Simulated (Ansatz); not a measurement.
# AlSF (singlet): the correlation ladder, cc-pVDZ

One table from this session's results is given with a row withheld; the runs are named, their logs left out.

Method: cc-pVDZ, core rule «outside noble gas», up to 11 orbitals frozen; program: Ansatz 0.2.0, Gaussian basis.

The runs, in order: UHF; CCSD(T) on RHF; BCCD(T) on RHF; CISD; CCSDT(Q) on RHF.

23 further runs of the same task are left out: 6 for a known fault of the program, 9 that didn't finish, 8 set aside as unsound or not needed.

### The geometry

The geometry is a PBE0/def2-TZVP stationary point (not a proven minimum).

3 atoms, charge 0, spin multiplicity 1.

Atoms are counted from 1 here; the program's logs count them from 0.

Bond lengths: F1–Al2 1.631 Å, Al2–S3 1.996 Å. Angles: F1–Al2–S3 180.0°.

Set-up of the first run:

The input, in.yaml:

```yaml
crystal:
  periodic: [false, false, false]
  atoms:
    - {symbol: F, position_ang: [0.000000, 0.000000, -1.752567]}
    - {symbol: Al, position_ang: [0.000000, 0.000000, -0.121767]}
    - {symbol: S, position_ang: [0.000000, 0.000000, 1.874333]}
basis:
  gaussian: {orbitals: cc-pVDZ}
magnetization: {spin_polarized: true, initial_magnetization: 0}
hamiltonian: {xc: hf}
output: {orbitals: {seedname: orbitals}}
```

Command:

```sh
ansatz run in.yaml --threads 1 --pin off --events-out ev --progress --plain --max-ram 2393MiB
```

Steps of the session up to this table: UHF; CCSD(T) on RHF; BCCD(T) on RHF; CISD; CCSDT(Q) on RHF.

One of the session's tables, all rows but one given; the rest of the session is left out.

```
   method  from RCCSDT(Q) (meV)
      RHF              +10728.1
     RMP2                +719.8
     CISD               +1371.1
    RCCSD                +341.4
 RCCSD(T)                 +56.7
  BCCD(T)                 +53.2
   RCCSDT                     ?
RCCSDT(Q)                     0
```

**Question.** Estimate the row for RCCSDT.

As computed: from RCCSDT(Q) (meV): +33.4. In the column «from RCCSDT(Q) (meV)» it lies between RCCSDT(Q) (0) and BCCD(T) (+53.2).

With the free atoms at the same levels and basis (separate runs), the atomisation energy is 8.812 eV at RCCSDT(Q), 8.780 eV at RCCSD(T), 6.377 eV at RHF.
